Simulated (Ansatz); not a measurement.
Reaction (SMILES): [OH] (OH) → H atom + O atom
B3LYP-D3(BJ)/def2-TZVP geometries, fixed; electronic energies without zero-point terms.
Largest species:
```xyz
2

O      0.0000     0.0000    -0.1085
H      0.0000     0.0000     0.8682
```
Charge 0, spin multiplicity 2.

Basis-set convergence of the atomisation energy at MP2 with Ansatz (a first-principles code). Cartesian d functions, on some or all atoms, in 6-31G*, 6-31+G*; all else is spherical. Cores are frozen. Open shells are unrestricted. No added dispersion term, no relativity. Functions are those of the species that has most. Reference: Hartree-Fock in aug-cc-pV5Z plus the correlation part extrapolated as X^-3 from aug-cc-pVQZ and aug-cc-pV5Z, 107.69 kcal/mol, itself unsure by roughly 0.19 kcal/mol (a third of the extrapolation step and of the last Hartree-Fock step). Deviations are taken from unrounded values.

| basis | functions | atomisation energy (kcal/mol) |
|---|---|---|
| 6-31G* | 17 | 89.58 |
| 6-31+G* | 21 | 91.68 |
| cc-pVDZ | 19 | 93.77 |
| aug-cc-pVDZ | 32 | 99.94 |
| def2-SVP | 19 | 95.96 |
| def2-SVPD | 31 | 101.23 |
| pcseg-1 | 19 | 96.54 |
| aug-pcseg-1 | 32 | 100.92 |
| 6-311G** | 24 | 97.17 |
| 6-311+G** | 28 | 99.19 |
| def2-TZVP | 37 | 100.70 |
| def2-TZVPD | 49 | 102.08 |
| cc-pVTZ | 44 | 102.98 |
| aug-cc-pVTZ | 69 | 104.90 |
| pcseg-2 | 44 | 104.04 |
| aug-pcseg-2 | 69 | 104.80 |
| def2-TZVPP | 45 | 103.70 |
| def2-TZVPPD | 57 | 104.46 |
| cc-pVQZ | 85 | 105.82 |
| aug-cc-pVQZ | 126 | 106.61 |
| def2-QZVPP | 87 | 106.12 |
| def2-QZVPPD | 99 | 106.33 |
| pcseg-3 | 93 | 106.54 |
| aug-pcseg-3 | 134 | 106.65 |
| cc-pV5Z | 146 | 106.87 |
| aug-cc-pV5Z | 207 | 107.13 |

What the diffuse functions change, pair by pair:
- 6-31G* to 6-31+G*: 4 more functions, deviation -18.10 to -16.01 kcal/mol
- cc-pVDZ to aug-cc-pVDZ: 13 more functions, deviation -13.92 to -7.74 kcal/mol
- def2-SVP to def2-SVPD: 12 more functions, deviation -11.73 to -6.46 kcal/mol
- pcseg-1 to aug-pcseg-1: 13 more functions, deviation -11.15 to -6.77 kcal/mol
- 6-311G** to 6-311+G**: 4 more functions, deviation -10.52 to -8.50 kcal/mol
- def2-TZVP to def2-TZVPD: 12 more functions, deviation -6.98 to -5.61 kcal/mol
- cc-pVTZ to aug-cc-pVTZ: 25 more functions, deviation -4.70 to -2.78 kcal/mol
- pcseg-2 to aug-pcseg-2: 25 more functions, deviation -3.65 to -2.89 kcal/mol
- def2-TZVPP to def2-TZVPPD: 12 more functions, deviation -3.99 to -3.23 kcal/mol
- cc-pVQZ to aug-cc-pVQZ: 41 more functions, deviation -1.87 to -1.08 kcal/mol
- def2-QZVPP to def2-QZVPPD: 12 more functions, deviation -1.57 to -1.36 kcal/mol
- pcseg-3 to aug-pcseg-3: 41 more functions, deviation -1.14 to -1.03 kcal/mol
- cc-pV5Z to aug-cc-pV5Z: 61 more functions, deviation -0.82 to -0.55 kcal/mol

Leaving out the reference's own pair, they bring the value nearer the reference by more than 0.19 kcal/mol in 11 of 12 pairs.
